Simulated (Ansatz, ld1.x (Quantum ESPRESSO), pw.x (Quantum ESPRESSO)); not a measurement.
**From atom to crystal: RRKJ potential for gold (Au)**

```
Element                 : Au
Generator               : ld1.x (Quantum ESPRESSO) 7.5
Type                    : norm-conserving RRKJ (Kleinman–Bylander form)
Functional              : LDA (PW92)
Relativity              : scalar-relativistic
Frozen core             : [Xe] 4f14
Valence charge          : 11
Reference configuration : 5d10 6s1 6p0
Partial waves           : 6p (bound, empty): rc 3.20 bohr; 5d (bound): rc 1.65 bohr; 6s (bound): rc 1.85 bohr
Local potential         : the s channel
Core correction         : a·sin(br)/r model core, default radius (core density twice the valence density)
```

Crystal test: fcc Au in pw.x 7.5, no spin, 14³ k-points, Fermi–Dirac smearing 0.01 Ry, cutoffs 85/340 Ry. The reference is all-electron LAPW (Ansatz 0.2.0) with the same functional, mesh and smearing; V0 and B0 come from Birch–Murnaghan fits to the pressures at five volumes. Errors are pseudo minus all-electron; Δ is the rms difference of the E(V) curves that follow from these fits, minima aligned, over ±6 % about the mean V0. Mesh and smearing are coarse, so the numbers serve the comparison and aren't converged zero-temperature values; the lattice is a test structure that the element need not adopt.

All-electron: a0 = 4.048 Å (V0 = 16.58 Å³/atom), B0 = 194.7 GPa.

Question: How far does the potential miss the all-electron equation of state?

Answer: mean pressure error (GPa): +4.41; a0 (Å): 4.078; a0 error (%): +0.74; B0 error (%): -4.3; Δ (meV/atom): 15.6. The largest radius (3.20 bohr) exceeds half the bond length (2.71 bohr), so the spheres overlap, which is one possible source of error among others. This is a poor potential for the solid.

| V (Å³/atom) | P all-electron (GPa) | P pseudo (GPa) |
| --- | --- | --- |
| 15.811 | 10.62 | 15.92 |
| 16.227 | 4.48 | 9.28 |
| 16.643 | -0.71 | 3.64 |
| 17.059 | -5.10 | -1.13 |
| 17.475 | -8.78 | -5.16 |

Question: At the middle volume, how do free energy and pressure move when the wave cutoff is lowered (ecutrho kept at four times it)?

Answer:

```tsv
cutoff (Ry)	shift of F (meV/atom)	shift of P (GPa)
38	+236.1	-19.65
51	+28.1	-0.10
68	+4.0	-0.23
```

The run at the middle volume (104 k-points, 7 iterations) took about 9.5 s on one core of a shared host (Intel(R) Xeon(R) 6975P-C, 192 threads, 378 GiB, load 54).
